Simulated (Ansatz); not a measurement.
**SiNF (triplet): the correlation ladder, def2-TZVPP**

The task here is to estimate one member of a computed series from the others.

Program: Ansatz 0.2.0, Gaussian basis. Level of theory: def2-TZVPP, core rule «outside noble gas», up to 7 orbitals frozen. These are calculated values, not measurements.

To be run: UHF; ROHF; CCSD(T) on UHF.

2 further runs of the same task are left out: 2 set aside as unsound or not needed.

## The geometry

The geometry is a PBE0/def2-TZVP stationary point (not a proven minimum) of the parent state, kept for this charge and spin.

3 atoms, charge 0, spin multiplicity 3.

Atoms are counted from 1 here; the program's logs count them from 0.

Bond lengths: F1–Si2 1.576 Å, Si2–N3 1.557 Å. Angles: F1–Si2–N3 180.0°.

The first run:

in.yaml

```yaml
crystal:
  periodic: [false, false, false]
  atoms:
    - {symbol: F, position_ang: [0.000000, 0.000000, 1.569800]}
    - {symbol: Si, position_ang: [0.000000, 0.000000, -0.006200]}
    - {symbol: N, position_ang: [0.000000, 0.000000, -1.563600]}
basis:
  gaussian: {orbitals: def2-TZVPP}
magnetization: {spin_polarized: true, initial_magnetization: 2}
hamiltonian: {xc: hf}
output: {orbitals: {seedname: orbitals}}
```

Command:

```sh
$ ansatz run in.yaml --threads 1 --pin off --events-out ev --progress --plain --max-ram 4096MiB --backend cpu
```

Steps of the session up to this table: UHF; ROHF; CCSD(T) on UHF.

One of the session's tables, all rows but one given; the rest of the session is left out.

| method | from UCCSD(T) (meV) |
| --- | --- |
| ROHF | +15145.1 |
| UHF | +14975.4 |
| UMP2 | +1004.4 |
| UCCSD | ? |
| UCCSD(T) | 0 |

**Question.** Estimate the row for UCCSD.

**Answer.** from UCCSD(T) (meV): +638.8. In the column «from UCCSD(T) (meV)» it lies between UCCSD(T) (0) and UMP2 (+1004.4).
